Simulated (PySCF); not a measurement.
Working out the ionisation energy of Ar

Ar [Ar] (1S) → Ar⁺ [Ne] 3s2 3p5 (2P). Calculation: PySCF 2.14, in cc-pVTZ-DK (5s4p2d1f, 34 functions); scalar relativity by spin-free X2C-1e. Frozen: [Ne]. Energies in hartree (1 hartree = 27.21139 eV):

```json
{"part": "UHF", "Ar (lower)": "-528.621423", "Ar⁺ (upper)": "-528.086487"}
{"part": "CCSD correlation", "Ar (lower)": "-0.223577", "Ar⁺ (upper)": "-0.189325"}
{"part": "(T)", "Ar (lower)": "-0.006470", "Ar⁺ (upper)": "-0.004998"}
```

Problem. What does Hartree-Fock give?

Solution. (-528.086487) − (-528.621423) = 0.534936 hartree = 14.556 eV.

Problem. What do CCSD and CCSD(T) give?

Solution. The CCSD correlation energies differ by 0.034252 hartree = 0.932 eV and the triples by 0.001472 hartree = 0.040 eV, so CCSD gives 15.488 eV and CCSD(T) 15.528 eV.

Measured between the centres of the two terms (NIST): 15.819 eV, so CCSD(T) (valence) is off by -0.291 eV.

What remains against the reference includes basis incompleteness, the frozen core and higher excitations.
